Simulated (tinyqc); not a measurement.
Worked calculation: Hueckel theory of the pi electrons with the omega technique, for the molecule O=Cc1c[cH+]1 (SMILES; centres numbered as the heavy atoms are written). One step of it, computed by the program tinyqc.

Question. Energy, charges, bond orders. E = sum n x; q_r = z_r - P_rr; bond order p = P_rs; free valence = sqrt(3) - sum of p over the bonds of the atom.

final x values: 2.428443  1.539012  -0.025601  -0.789075  -1.412782

occupations: 2.000000  2.000000  0.000000  0.000000  0.000000

final P, lower triangle:
```
           1O        2C        3C        4C        5C
1O   1.294280
2C   0.886941  0.695859
3C   0.124155  0.333540  0.712946
4C  -0.235924  0.069227  0.628863  0.648457
5C  -0.235924  0.069227  0.628863  0.648457  0.648457
```

Centres:

| centre | z_r, pi electrons of the neutral centre | h |
|---|---|---|
| 1O | 1 | 1.140000 |
| 2C | 1 | 0.000000 |
| 3C | 1 | 0.000000 |
| 4C | 1 | 0.000000 |
| 5C | 1 | 0.000000 |

Bonds:

| i | j | k |
|---|---|---|
| 1 | 2 | 0.950000 |
| 2 | 3 | 1 |
| 3 | 4 | 1 |
| 4 | 5 | 1 |
| 5 | 3 | 1 |

Give: pi energy = 4 alpha + this times beta; pi charges; Bond orders and lengths from R = 1.517 - 0.180 p; free valence of the carbons; gap between the highest filled and the next level.

Answer.

pi energy = 4 alpha + this times beta = 7.935

pi charges: 1O -0.294, 2C 0.304, 3C 0.287, 4C 0.352, 5C 0.352

Bond orders and lengths from R = 1.517 - 0.180 p (angstrom, C-C alone):

| bond | p | R |
|---|---|---|
| 1-2 | 0.887 | - |
| 2-3 | 0.334 | 1.457 |
| 3-4 | 0.629 | 1.404 |
| 4-5 | 0.648 | 1.400 |
| 5-3 | 0.629 | 1.404 |

free valence of the carbons: 2C 0.512, 3C 0.141, 4C 0.455, 5C 0.455

gap between the highest filled and the next level = 1.565 |beta|
